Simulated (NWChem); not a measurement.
Everything below was run with NWChem. System: B, charge 0, spin multiplicity 2. Its SCF solution wasn't tested for a lower state. Level: UHF/def2-TZVPD.

Input file:

```
start mol
memory heap 200 mb stack 900 mb global 1100 mb
geometry units angstroms nocenter noautoz
  B      0.000000     0.000000     0.000000
  symmetry group D2h
end
basis spherical
  * library def2-tzvpd
end
scf
  uhf
  nopen 1
  maxiter 100
  thresh 1e-7
  semidirect memsize 60000000 filesize 0
  # guess.movecs holds the orbitals of an unrestricted PBE0 run
  vectors input guess.movecs output mol.movecs
end
task scf energy
```

Output (cleaned and shortened):

```
             Northwest Computational Chemistry Package (NWChem) 7.3.0
             --------------------------------------------------------

                                NWChem Input Module
                                -------------------

 Scaling coordinates for geometry "geometry" by  1.889725989
 (inverse scale =  0.529177249)

                             Geometry "geometry" -> ""
                             -------------------------

 Output coordinates in angstroms (scale by  1.889725989 to convert to a.u.)

  No.       Tag          Charge          X              Y              Z
 ---- ---------------- ---------- -------------- -------------- --------------
    1 B                    5.0000     0.00000000     0.00000000     0.00000000

 Effective nuclear repulsion energy (a.u.)       0.0000000000

            Nuclear Dipole moment (a.u.)
            ----------------------------
        X                 Y               Z
 ---------------- ---------------- ----------------
     0.0000000000     0.0000000000     0.0000000000

      Symmetry information
      --------------------

 Group name             D2h
 Group number             26
 Group order               8
 No. of unique centers     1

      Symmetry unique atoms

     1


 Summary of "ao basis" -> "" (spherical)
 ------------------------------------------------------------------------------
       Tag                 Description            Shells   Functions and Types
 ---------------- ------------------------------  ------  ---------------------
 *                         def2-tzvpd                 on all atoms

 Summary of "ao basis" -> "ao basis" (spherical)
 ------------------------------------------------------------------------------
       Tag                 Description            Shells   Functions and Types
 ---------------- ------------------------------  ------  ---------------------
 B                         def2-tzvpd               13       37   6s3p3d1f

                                 NWChem SCF Module
                                 -----------------

  ao basis        = "ao basis"
[...]
     2     -0.223497  1 B  s                  5      0.192189  1 B  s

 Vector    3  Occ=0.000000D+00  E= 5.138932D-02  Symmetry=b3u
              MO Center= -1.1D-15,  7.3D-32,  1.1D-31, r^2= 3.7D+00
   Bfn.  Coefficient  Atom+Function         Bfn.  Coefficient  Atom+Function
  ----- ------------  ---------------      ----- ------------  ---------------
    13      0.729366  1 B  px                 7      0.270406  1 B  px
    10      0.182939  1 B  px

 Vector    4  Occ=0.000000D+00  E= 5.138932D-02  Symmetry=b1u
              MO Center= -7.6D-32, -6.7D-32,  7.5D-16, r^2= 3.7D+00
   Bfn.  Coefficient  Atom+Function         Bfn.  Coefficient  Atom+Function
  ----- ------------  ---------------      ----- ------------  ---------------
    15      0.729366  1 B  pz                 9      0.270406  1 B  pz
    12      0.182939  1 B  pz

 Vector    5  Occ=0.000000D+00  E= 5.892451D-02  Symmetry=ag
              MO Center= -5.1D-31, -2.3D-31,  3.5D-31, r^2= 1.4D+01
   Bfn.  Coefficient  Atom+Function         Bfn.  Coefficient  Atom+Function
  ----- ------------  ---------------      ----- ------------  ---------------
     6     -2.730413  1 B  s                  5      2.545934  1 B  s
     4     -0.558237  1 B  s                  3      0.246184  1 B  s

 center of mass
 --------------
 x =   0.00000000 y =   0.00000000 z =   0.00000000

 moments of inertia (a.u.)
 ------------------
           0.000000000000           0.000000000000           0.000000000000
           0.000000000000           0.000000000000           0.000000000000
           0.000000000000           0.000000000000           0.000000000000

  Mulliken analysis of the total density
  --------------------------------------

    Atom       Charge   Shell Charges
 -----------   ------   -------------------------------------------------------
    1 B    5     5.00   0.92  1.05  0.72  1.02  0.28  0.00  0.37  0.45  0.18  0.00  0.00  0.00  0.00

  Mulliken analysis of the alpha density
  --------------------------------------

    Atom       Charge   Shell Charges
 -----------   ------   -------------------------------------------------------
    1 B    5     3.00   0.46  0.52  0.37  0.52  0.11  0.00  0.37  0.45  0.18  0.00  0.00  0.00  0.00

   Mulliken analysis of the beta density
   -------------------------------------

    Atom       Charge   Shell Charges
 -----------   ------   -------------------------------------------------------
    1 B    5     2.00   0.46  0.53  0.34  0.50  0.16  0.00  0.00  0.00  0.00  0.00  0.00  0.00  0.00

   Mulliken analysis of the spin density
   -------------------------------------

    Atom       Charge   Shell Charges
 -----------   ------   -------------------------------------------------------
    1 B    5     1.00   0.00 -0.00  0.03  0.02 -0.05 -0.00  0.37  0.45  0.18  0.00  0.00  0.00  0.00

       Multipole analysis of the density wrt the origin
       ------------------------------------------------

     L   x y z        total         alpha         beta         nuclear
     -   - - -        -----         -----         ----         -------
     0   0 0 0     -0.000000     -3.000000     -2.000000      5.000000

     1   1 0 0     -0.000000      0.000000     -0.000000      0.000000
     1   0 1 0     -0.000000     -0.000000      0.000000      0.000000
     1   0 0 1      0.000000     -0.000000      0.000000      0.000000

     2   2 0 0     -4.432586     -2.674622     -1.757964      0.000000
     2   1 1 0     -0.000000     -0.000000      0.000000      0.000000
     2   1 0 1     -0.000000     -0.000000      0.000000      0.000000
     2   0 2 0     -6.903436     -5.372140     -1.531296      0.000000
     2   0 1 1     -0.000000     -0.000000      0.000000      0.000000
     2   0 0 2     -4.432586     -2.674622     -1.757964      0.000000

 Task  times  cpu:        0.2s     wall:        0.2s

 Total times  cpu:        0.2s     wall:        0.2s
```
